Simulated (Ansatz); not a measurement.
This geometry of BClH2 + FH (6 atoms, charge 0, multiplicity 1) is a first-order saddle point.

These are results of RKS PBE-D4/def2-SVP in Ansatz 0.2.0, not measurements.

```xyz
6
Properties=species:S:1:pos:R:3
B -0.057 -0.196 0.043
H -0.085 0.209 1.305
H 1.025 0.000 -0.458
Cl -1.542 0.248 -0.814
F -0.123 -1.755 0.600
H -0.123 -0.888 1.349
```

**Question.** Which two structures does it join? (They come from a converged band through this point; their orientation in space is the band's.)

**Answer.** Bonds broken: B1–H2, F5–H6. Bonds formed: B1–F5, H2–H6. BClH2 + FH becomes BClFH + H2.

Initial state:

```xyz
6
Properties=species:S:1:pos:R:3
B -0.035 0.127 0.019
H -0.072 0.486 1.185
H 1.007 0.015 -0.584
Cl -1.532 0.284 -0.902
F -0.096 -1.839 0.726
H -0.176 -1.455 1.583
```

Final state:

```xyz
6
Properties=species:S:1:pos:R:3
B -0.032 -0.571 -0.636
H -0.319 0.212 2.271
H 1.061 -0.053 -0.692
Cl -1.487 0.351 -0.974
F -0.145 -1.854 -0.329
H 0.018 -0.468 2.387
```

**Question.** How far does it lie above each of them?

**Answer.** 6.3 kcal/mol above the first and 38.4 kcal/mol above the second. This is the barrier of this one path; another mechanism may lie lower. The orbitals stay closed-shell, which can raise the energy where a bond breaks towards radicals; this wasn't checked here.

Run time: 4.1 min on 1 thread of Arm Neoverse V2, on a shared host, peak memory 0.1 GiB.
